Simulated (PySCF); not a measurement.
## CH₂: breathing scan

These are results of UPBE0 in PySCF with C def2-TZVP, H def2-TZVP; no relativity; density-fitted integrals, not measurements.

Rigid scan from the triplet minimum (C–H 1.079 Å (×2); H–C–H 134.8°). Coordinate: all bonds to the central atom scaled together. Energies in kJ/mol from the minimum.

```json
{"scale of all bonds to the centre": "0.88", "E (kJ/mol)": "75.6", "dipole size (D)": "0.61", "⟨S²⟩": "2.01"}
{"scale of all bonds to the centre": "0.92", "E (kJ/mol)": "30.7", "dipole size (D)": "0.62", "⟨S²⟩": "2.01"}
{"scale of all bonds to the centre": "0.96", "E (kJ/mol)": "7.0", "dipole size (D)": "0.63", "⟨S²⟩": "2.01"}
{"scale of all bonds to the centre": "1.00", "E (kJ/mol)": "0.0", "dipole size (D)": "0.64", "⟨S²⟩": "2.01"}
{"scale of all bonds to the centre": "1.04", "E (kJ/mol)": "6.0", "dipole size (D)": "0.65", "⟨S²⟩": "2.01"}
{"scale of all bonds to the centre": "1.08", "E (kJ/mol)": "22.0", "dipole size (D)": "0.66", "⟨S²⟩": "2.01"}
{"scale of all bonds to the centre": "1.14", "E (kJ/mol)": "60.0", "dipole size (D)": "0.66", "⟨S²⟩": "2.01"}
{"scale of all bonds to the centre": "1.22", "E (kJ/mol)": "127.6", "dipole size (D)": "0.66", "⟨S²⟩": "2.01"}
{"scale of all bonds to the centre": "1.35", "E (kJ/mol)": "256.0", "dipole size (D)": "0.63", "⟨S²⟩": "2.01"}
```

Other isomers or separated fragments may lie lower.
